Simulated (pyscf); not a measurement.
A first-order saddle from PySCF, ωB97X-D3(BJ)/def2-SVP:

```
Si
H 1 1.4755
H 1 1.4755 2 122.52
H 1 1.5029 2 107.07 3 124.04
H 1 1.5676 2 110.71 4 102.42
Si 5 1.8263 1 106.38 2 69.64
O 6 1.5526 5 97.62 1 -0.09
H 6 1.4883 7 123.90 1 99.38
H 6 1.4883 8 109.98 5 94.88
```

Surface: singlet, charge 0. Lowest wavenumbers (cm⁻¹): 175i, 147, 284, 388, 508.

Problem. What reaction is this the transition state of?

Solution. `[SiH3][O][SiH3]` <-> `[SiH4]` + `[O]=[SiH2]`, an elimination read from left to right: O–Si, H–Si broken and H–Si formed. At CCSD(T)/def2-TZVPP + ΔMP2(QZVPP) it lies +276.7 kJ/mol from the left side and -10.5 kJ/mol from the right (each side as separated species at their lowest minima found). On the product side the descent ends in a complex, 30.6 kJ/mol under the separated species and 1.6 kJ/mol under the saddle at ωB97X-D3(BJ)/def2-TZVP. At CCSD(T) the saddle lies under the separated products, which points to a path from their complex (located at ωB97X-D3(BJ) alone), and parting the products costs more than the saddle. This is the saddle that the search found; another between the same sides may lie lower. The CCSD(T) − MP2 part came from Ansatz, without density fitting, on the same reference.
